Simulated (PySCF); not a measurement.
Isomers of C4H5P. Method used: PySCF 2.14.0, density-fitted response routines, TDDFT B3LYP/def2-SVPD, vertical, gas phase, core orbitals frozen in the response. Geometries: GFN2-xTB; one conformer of each isolated species. Triplets are in the Tamm–Dancoff approximation.

A. `c1cc[pH]c1`
B. `C/C=C/C#P`
C. `C=CP1C=C1`

Lowest singlet levels (six at most, fewer where fewer were computed) with oscillator strengths:

1. 321 nm (f 0.000); 305 nm (f 0.000); 299 nm (f 0.156); 203 nm (f 0.880); 202 nm (f 0.004); 192 nm (f 0.001); T1 2.48 eV
2. 263 nm (f 0.041); 244 nm (f 0.085); 203 nm (f 0.006); 198 nm (f 0.008); 188 nm (f 0.001); 183 nm (f 0.006); T1 3.06 eV
3. 271 nm (f 0.005); 245 nm (f 0.041); 238 nm (f 0.001); 203 nm (f 0.133); 194 nm (f 0.001); 188 nm (f 0.023); T1 3.81 eV

Question: Which spectrum belongs to which structure?

Answer: 1 = B, 2 = A, 3 = C.
- A: S1 at 4.72 eV, HOMO→LUMO (95%); Löwdin shares by element: HOMO carbon 87%; LUMO carbon 69% (atoms not listed hold the other 31%); HOMO -6.60 and LUMO -1.39 eV; point group Cs.
- B: S1 at 3.86 eV, HOMO→LUMO+1 (58%), HOMO-1→LUMO (41%); Löwdin shares by element: HOMO carbon 58% or more, phosphorus 33%; LUMO carbon 55% or more, phosphorus 35%; HOMO -6.42 and LUMO -1.91 eV; point group Cs, 2 of its 6 listed states under f = 0.0005.
- C: S1 at 4.57 eV, HOMO→LUMO (97%); Löwdin shares by element: HOMO phosphorus 46%, carbon 46% or more; LUMO carbon 77% (atoms not listed hold the other 23%); HOMO -6.64 and LUMO -1.06 eV; point group Cs.
A and C have S1 within 0.15 eV of each other; their strongest listed levels stand at 5.09 eV (f 0.085) and 6.12 eV (f 0.133).
